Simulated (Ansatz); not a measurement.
SiH₄S₂⁻, that is Si(SH)2H2 with one electron more. The state is a doublet with charge -1. Geometry r2SCAN-D4/def2-TZVP, that of the neutral singlet; atoms count from 1.

```tsv
atom	x (Å)	y (Å)	z (Å)
Si1	0.255	-0.474	-0.297
S2	-1.823	-0.394	0.192
H3	-2.036	0.769	-0.450
S4	1.371	1.234	0.334
H5	1.025	1.112	1.628
H6	0.498	-0.520	-1.757
H7	0.709	-1.726	0.350
```

The highest occupied level of the charge -1 doublet lies above zero (up to 1.57 eV). By energy differences it is unbound by 0.63 eV (vertical, to the charge 0 singlet, at PBE0-D4/def2-TZVPD) and held by the finite basis.

(1) Estimate the Mulliken populations from the PBE0/def2-TZVPD orbitals of Ansatz.

(2) Where does the spin sit?

Answers

(1) 
```json
{"atom": "Si1", "charge (e)": "-1.53", "spin (α − β)": "1.91"}
{"atom": "S2", "charge (e)": "0.08", "spin (α − β)": "-0.48"}
{"atom": "H3", "charge (e)": "0.19", "spin (α − β)": "0.07"}
{"atom": "S4", "charge (e)": "0.08", "spin (α − β)": "-0.48"}
{"atom": "H5", "charge (e)": "0.19", "spin (α − β)": "0.07"}
{"atom": "H6", "charge (e)": "0.00", "spin (α − β)": "-0.04"}
{"atom": "H7", "charge (e)": "0.00", "spin (α − β)": "-0.04"}
```
Mulliken values and Mayer orders depend strongly on the basis. With diffuse functions, as here, like atoms can get unlike values, and bond orders can come out too low or too high.

(2) Summed by element: Si 1.91, S -0.96, H 0.05, of 1 unpaired in all. Largest on single atoms: Si1 1.91, S2 -0.48, S4 -0.48.
